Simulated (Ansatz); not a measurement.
Seven cases of bond dissociation energy with Al to Br (electronic energies, kcal/mol); geometries: B3LYP-D3(BJ)/def2-TZVP. The cases were drawn at random from those of this class that have a high level and all functionals, leaving out states under which another spin lies or may lie. Left out are anions, K, Ca, elements past Kr, ionisation of Li, Na and Mg, pi-pi* triplets of linear molecules and other triplets made from a closed-shell parent. Runs that doubt their state, and full CI more than 15 mEh from coupled cluster, are set aside; a case stays where another high level and all functionals remain. AFQMC serves as high level only in triple zeta or larger, with a steady walk, a bar under 0.8 kcal/mol and agreement with other high levels or trials where they ran; where none ran, an unstable determinant or (outside 3d species) a high T1 diagnostic also bars it, so strongly correlated cases are thinned. No case was kept or dropped by the size of a functional's miss. High levels with a bar over 0.5 kcal/mol are left out too, and the seventh case lies inside the range of the six. Affinities count positive where energy is released, gaps as the second state minus the first. B3LYP is by Ansatz (an electronic-structure program) in def2-TZVPD. High levels (Ansatz): P = CCSD(T)/CBS(cc-pV(Q+d)Z,cc-pV(5+d)Z) + [CCSDT(Q) - CCSD(T)]/cc-pV(D+d)Z + core + X2C; Q = CCSD(T)/CBS(cc-pV(Q+d)Z,cc-pV(5+d)Z) + [CCSDT(Q) - CCSD(T)]/cc-pV(T+d)Z + core + X2C; R = CCSD(T)/CBS(cc-pV(T+d)Z,cc-pV(Q+d)Z) + [CCSDT(Q) - CCSD(T)]/cc-pV(D+d)Z + core + X2C; S = CCSD(T)/CBS(cc-pVQZ,cc-pV5Z) + [CCSDT(Q) - CCSD(T)]/cc-pVQZ + [CCSDTQ - CCSDT(Q)]/cc-pVDZ. Open shells are spin-unrestricted; no spin-orbit coupling. Cores are frozen in correlated methods (noble-gas shells, and filled d and f shells in the p block). Rows without X2C or -DK are non-relativistic. CBS(X,Y): correlation extrapolated as X^-3, Hartree-Fock from the larger set (Q,5: extrapolated as (X+1)exp(-9√X)). A bracket is a step between two methods taken in the basis named. The functionals are non-relativistic, so their misses hold any scalar relativity. '+ core + X2C': CCSD(T) terms for core correlation (cc-pwCVTZ, 1s frozen past Ne) and scalar relativity (cc-pVTZ-DK). Where a partner has so few electrons that a lower coupled-cluster level is exact, that level stands in. Spin-orbit terms, left out, reach several kcal/mol for Br and I, and more for heavier atoms. The UHF reference of C2H2Cl ([CH]=CCl, doublet) is spin-contaminated (<S^2> up to 0.20 over the pure value in the sets run). The UHF reference of C2H ([C]#C, doublet) is spin-contaminated (<S^2> up to 0.36 over the pure value in the sets run).

```
case                                                                                                                      B3LYP  level  high level
------------------------------------------------------------------------------------------------------------------------  -----  -----  ----------
C2H3Cl (SMILES C=CCl) → C2H2Cl (SMILES [CH]=CCl, doublet) + H (doublet)                                                   116.7      P       119.5
SiHSF3 (trifluoro(sulfanyl)silane, SMILES F[Si](F)(F)S) → SiF3 (SMILES [Si](F)(F)F, doublet) + HS (SMILES [SH], doublet)   91.2      R       100.9
HSeF (SMILES F[SeH]) → HSe (SMILES [SeH], doublet) + F (doublet)                                                           79.9      S        82.8
C2H4Si (SMILES C#C[SiH3]) → SiH3 (SMILES [SiH3], doublet) + C2H (SMILES [C]#C, doublet)                                   127.6      P       130.5
SF2 (fluoro thiohypofluorite, SMILES FSF) → F (doublet) + SF (SMILES F[S], doublet)                                        87.6      Q        92.0
CHClF2 (SMILES FC(F)Cl) → CHF2 (SMILES F[CH]F, doublet) + Cl (doublet)                                                     81.5      P        89.1
BH2Br (bromoborane, SMILES BBr) → BHBr (SMILES [BH]Br, doublet) + H (doublet)                                             108.2      S    withheld
```

### Question
Fit a straight line from B3LYP to the high level over the first six rows by least squares, predict the seventh, and compare with the calculation.

### Answer
Means: B3LYP 97.42, high level 102.47. Sxx = 1978.07, Sxy = 1844.33, slope 0.9324, intercept +11.64 kcal/mol; residual standard deviation 2.9 kcal/mol. Seventh row: 0.9324·(108.2) +11.64 = 112.5 kcal/mol. The calculation gave 109.4 kcal/mol: the line differs from it by +3.1, B3LYP itself by -1.2.
